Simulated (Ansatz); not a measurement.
The input, for Ansatz 0.2.0:

```yaml
crystal:
  periodic: [false, false, false]
  atoms:
    - {symbol: Nb, position_ang: [0.000000, 0.000000, 0.000000]}
    - {symbol: N, position_ang: [0.000000, 0.000000, 1.644600]}
basis:
  gaussian: {orbitals: def2-SVP}
magnetization: {spin_polarized: true, initial_magnetization: 2}
correlation: {method: ccsd_t, electrons: outside_noble_gas}
```

```sh
$ ansatz run in.yaml --threads 1 --pin off --events-out ev --progress --plain --max-ram 2393MiB
```

The program prints:

```
469 factors; integrals over basis functions are off by at most 1.0e-3 eV
mean field evaluation 1: about -3002.4354 eV, gradient 4.4e1 eV
mean field evaluation 2: about -3002.4427 eV, gradient 4.4e1 eV
mean field evaluation 4: about -3011.4761 eV, gradient 3.2e0 eV
mean field evaluation 8: about -3011.7193 eV, gradient 9.1e-1 eV
mean field evaluation 16: about -3011.9560 eV, gradient 2.0e-6 eV
mean field evaluation 32: about -3002.4347 eV, gradient 4.4e1 eV
mean field evaluation 64: about -3011.9560 eV, gradient 8.5e-6 eV
mean field evaluation 96: about -3011.1855 eV, gradient 9.5e-1 eV
mean field evaluation 128: about -3010.9746 eV, gradient 3.8e0 eV
mean field evaluation 160: about -3008.9514 eV, gradient 1.7e0 eV
...
mean field evaluation 736: about -3008.6320 eV, gradient 5.6e-2 eV
mean field -3011.95596723 eV, -110.6873402188 hartree, gradient 2.0e-6 eV, S^2 2.460818; 22 other end points of the search recorded, 0 dependent functions left out
determinant -3011.95596723 eV, -110.6873402188 hartree, with singles and doubles -3019.56205267 eV, -110.9668587029 hartree
determinant -3011.17681805 eV, -110.6587070144 hartree, with singles and doubles -3018.72499193 eV, -110.9360972880 hartree
determinant -3010.21676948 eV, -110.6234258803 hartree, with singles and doubles -3016.44200860 eV, -110.8521991982 hartree
determinant -3010.20235643 eV, -110.6228962103 hartree, with singles and doubles -3016.67691388 eV, -110.8608318082 hartree
determinant -3009.89877664 eV, -110.6117398589 hartree, with singles and doubles -3017.40189196 eV, -110.8874742613 hartree
determinant -3009.87441385 eV, -110.6108445428 hartree, with singles and doubles -3017.38295825 eV, -110.8867784601 hartree
determinant -3009.77490886 eV, -110.6071878018 hartree, with singles and doubles -3016.41231951 eV, -110.8511081443 hartree
determinant -3008.64618749 eV, -110.5657080566 hartree, with singles and doubles -3014.75360451 eV, -110.7901514923 hartree
determinant -3008.63406912 eV, -110.5652627146 hartree, with singles and doubles -3014.75398577 eV, -110.7901655036 hartree
determinant -3008.52408204 eV, -110.5612207640 hartree, with singles and doubles -3016.03562439 eV, -110.8372648540 hartree
5 core orbitals not correlated: weight in the atoms' cores, before any rotation towards them, 0.961 or more for the frozen orbitals, at most 0.030 for the correlated occupied ones
reference -3011.95596723 eV, -110.6873402188 hartree; 6, 4 occupied and 34, 36 virtual orbitals, 469 factors
second order -7.46852858 eV of doubles, -0.00000000 eV of singles
cycle   1  -7.60630902 eV  change   -2.2e-4 eV  update   3.7e-3
cycle   2  -7.60747482 eV  change   -1.2e-3 eV  update   2.3e-3
cycle   3  -7.60596460 eV  change    1.5e-3 eV  update   1.4e-3
cycle   4  -7.60678872 eV  change   -8.2e-4 eV  update   5.2e-4
cycle   5  -7.60766073 eV  change   -8.7e-4 eV  update   3.0e-4
cycle   6  -7.60816371 eV  change   -5.0e-4 eV  update   1.1e-4
cycle   7  -7.60830638 eV  change   -1.4e-4 eV  update   4.7e-5
cycle   8  -7.60833576 eV  change   -2.9e-5 eV  update   2.2e-5
cycle   9  -7.60833048 eV  change    5.3e-6 eV  update   9.0e-6
perturbative correction -0.43072793 eV, -0.0158289596 hartree
WARN: the results are in doubt because among natural orbitals full CI differs from the method by -0.087 eV
Total energy: -3019.99502565 eV, -110.9827701665 hartree
In doubt: among natural orbitals full CI differs from the method by -0.087 eV
```

Ran on 1 thread of Intel Xeon, shared host: 48 s wall, 0.15 GiB peak host memory.
